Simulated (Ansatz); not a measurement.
Geometry optimisation, Ansatz 0.2.0, RKS CAM-B3LYP-D4/def2-SVP.

Input file:

```yaml
crystal:
  periodic: [false, false, false]
  atoms:
    - { symbol: Si, position_ang: [0.0, 0.0, 0.0] }
    - { symbol: H, position_ang: [0.0, 0.0, 1.81] }
    - { symbol: H, position_ang: [1.3768, 0.0, -0.4862] }
    - { symbol: H, position_ang: [-0.6877, 1.1914, -0.4862] }
    - { symbol: H, position_ang: [-0.6877, -1.1914, -0.4862] }
    - { symbol: F, position_ang: [-1.7936, 0.0, 0.596] }
    - { symbol: H, position_ang: [-0.9735, 0.0, 1.693] }
basis:
  gaussian: { orbitals: def2-SVP }
hamiltonian:
  xc: cam_b3lyp
  dispersion: d4
relax:
  f_tol: 0.15
  max_steps: 25
  restrain:
    - { distance: [0, 5], at: 1.59, k: 30.0 }
    - { distance: [6, 1], at: 0.66, k: 30.0 }
    - { distance: [0, 1], at: 2.66, k: 30.0 }
    - { distance: [6, 5], at: 2.12, k: 30.0 }
output:
  orbitals: {}
```

Command:

```bash
$ ansatz run input.yaml --threads 1 --pin off --max-ram 2048MiB --backend cpu --events-out ev --progress --plain --runs-dir out
```

Task: Where does it end, and by what steps?

Result: The forces met the threshold. The restraints hold the end off the free minimum. After 7 steps the energy has fallen by 3.573 eV (the restraints' own energy left out); H3 moved furthest, 0.95 Å. Joined: H2–H7 (0.98 → 0.72 Å).

| step | energy less start (eV) | largest force component (eV/Å) | accepted |
| --- | --- | --- | --- |
| 0 | 0.0000 | 3.134 | yes |
| 1 | -0.2421 | 2.774 | yes |
| 2 | -0.6230 | 3.014 | yes |
| 3 | -1.6809 | 2.681 | yes |
| 4 | -2.5698 | 1.865 | yes |
| 5 | -3.1610 | 1.208 | yes |
| 6 | -3.4981 | 1.194 | yes |
| 7 | -3.5734 | 1.792 | yes |

```xyz
7
Properties=species:S:1:pos:R:3
Si -0.455 0.000 -0.406
H 0.162 0.000 2.199
H 0.846 0.000 0.301
H -0.552 1.226 -1.240
H -0.552 -1.226 -1.240
F -1.690 0.000 0.623
H -0.525 0.000 2.403
```

Time of the run: 13 s on 1 thread of Arm Neoverse V1, with other jobs on the host, peak memory 0.11 GiB.
